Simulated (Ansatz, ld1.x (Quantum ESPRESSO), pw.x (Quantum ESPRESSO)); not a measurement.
## Equation-of-state test of one TM potential (Si (Z = 14))

ld1.x (Quantum ESPRESSO) 7.5 input, shortened:

```
&input
   title='Si', zed=14., rel=1, dft='PW', iswitch=3,
   config='[Ne] 3s2 3p2 3d-2'
 /
 &inputp
   pseudotype=2, tm=.true., lloc=-1, rcloc=1.25,
   nlcc=.true., new_core_ps=.true.
 /
3
3S  1  0   2.00   0.00  1.85  1.85  0.0
3P  2  1   2.00   0.00  1.70  1.70  0.0
3D  3  2  -2.00   0.35  1.60  1.60  0.0
 &test
   configts(1)='3s2 3p2'
 /
```

Atomic tests: cutoffs needed: 15 Ry and 40 Ry (the cutoffs (Ry, on a coarse ladder) from which the occupation-weighted sum of valence levels, in a spherical-Bessel basis at the reference potential, stays within 10 and 1 mRy of its value at 400 Ry); ghost test: no extra level below or beside the all-electron valence levels (s, p, d, f tested) (spherical-Bessel basis up to 400 Ry, 20 bohr box); largest excitation error: +100 meV (all-electron minus pseudo) for 3s1 3p0, out of 7 test configurations.

Crystal test: sc Si in pw.x 7.5, no spin, 13³ k-points, Fermi–Dirac smearing 0.01 Ry, cutoffs 50/200 Ry. The lattice is a test structure that the element need not adopt, and mesh and smearing are coarse.

pw.x input:

```
&control
  calculation='scf', prefix='x', pseudo_dir='./', outdir='./tmp', tstress=.true., disk_io='none'
/
&system
  ibrav=0, nat=1, ntyp=1, ecutwfc=50, ecutrho=200, nbnd=9,
  occupations='smearing', smearing='fd', degauss=0.01
/
&electrons
  conv_thr=1e-09, mixing_beta=0.4, electron_maxstep=70
/
ATOMIC_SPECIES
Si 1.0 Si.UPF
CELL_PARAMETERS angstrom
  2.50420625 0.00000000 0.00000000
  0.00000000 2.50420625 0.00000000
  0.00000000 0.00000000 2.50420625
ATOMIC_POSITIONS crystal
Si 0.0000 0.0000 0.0000
K_POINTS automatic
13 13 13 0 0 0
```

```bash
pw.x < Si.scf.in > Si.scf.out
```

How does the run end?

It converges; the pressure is -0.87 GPa against 0.11 GPa from all-electron LAPW.  The log shows:

```
     using ibrav=0 with symmetry is DISCOURAGED, use correct ibrav instead
     lattice parameter (alat)  =       4.7323  a.u.
     unit-cell volume          =     105.9758 (a.u.)^3
     number of electrons       =         4.00
     number of Kohn-Sham states=            9
     kinetic-energy cutoff     =      50.0000  Ry
     charge density cutoff     =     200.0000  Ry
     scf convergence threshold =      1.0E-09
     Exchange-correlation= PW
     number of k points=    84  Fermi-Dirac smearing, width (Ry)=  0.0100
     iteration #  1     ecut=    50.00 Ry     beta= 0.40
     total energy              =     -14.63484104 Ry
     estimated scf accuracy    <       0.00404463 Ry
     iteration #  2     ecut=    50.00 Ry     beta= 0.40
     total energy              =     -14.63462478 Ry
     estimated scf accuracy    <       0.00140192 Ry
     iteration #  3     ecut=    50.00 Ry     beta= 0.40
     total energy              =     -14.63465032 Ry
     estimated scf accuracy    <       0.00000567 Ry
     iteration #  4     ecut=    50.00 Ry     beta= 0.40
     total energy              =     -14.63465394 Ry
     estimated scf accuracy    <       0.00000005 Ry
     iteration #  5     ecut=    50.00 Ry     beta= 0.40
     total energy              =     -14.63465395 Ry
     estimated scf accuracy    <       0.00000001 Ry
     iteration #  6     ecut=    50.00 Ry     beta= 0.40
     the Fermi energy is     8.9860 ev
!    total energy              =     -14.63465395 Ry
     estimated scf accuracy    <          7.2E-11 Ry
     smearing contrib. (-TS)   =      -0.00203105 Ry
     The total energy is F=E-TS. E is the sum of the following terms:
     one-electron contribution =       4.21286798 Ry
     hartree contribution      =       0.12862960 Ry
     xc contribution           =      -9.38108841 Ry
     ewald contribution        =      -9.59303206 Ry
     convergence has been achieved in   6 iterations
          total   stress  (Ry/bohr**3)                   (kbar)     P=       -8.69
     Message from routine punch:
     Nothing written, as per user request (disk_io='none')
```
